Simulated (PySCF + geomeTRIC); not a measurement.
A geometry relaxed with B3LYP-D3(BJ)/def2-TZVP (PySCF + geomeTRIC), charge 0, multiplicity 2:

```xyz
2

H     -0.6737     0.0000     0.0000
S      0.6737     0.0000     0.0000
```

Write the SMILES of this molecule.

`[SH]`
